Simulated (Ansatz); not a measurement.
Input for Ansatz (development build ahead of 0.2.0):

```yaml
crystal:
  periodic: [false, false, false]
  atoms:
    - { symbol: H, position_ang: [-0.04019, 0.02489, -0.64818] }
    - { symbol: Cl, position_ang: [0.04447, -0.02154, 0.65682] }
basis:
  gaussian: { orbitals: def2-SVP }
total_charge: 1
magnetization:
  initial_magnetization: 1
hamiltonian:
  xc: hf
correlation:
  method: mp2
  frozen_orbitals: { Cl: 5, H: 0 }
```

The input is written out in the form of the current development build from the run's settings. Correlation on restricted open-shell orbitals is semicanonical, with singles.

Output:

| Quantity | Value |
| --- | --- |
| Converged | yes |
| Reference energy | -459.51127 hartree |
| Correlation energy | -0.12338 hartree |
| Total energy | -459.63465 hartree |
| Spin squared of the determinant | 0.750 |
| Stability test | minimum among restricted orbitals |
| Occupied orbitals by symmetry in an Abelian subgroup (alpha; beta) | 5 A1 2 B1 2 B2; 5 A1 2 B1 1 B2 |

Messages of the program:
```
mean field -12503.93864660 eV, -459.5112697886 hartree, gradient 1.7e-6 eV, S^2 0.750000; 2 other ends of a descent, 0 dependent functions left out
```
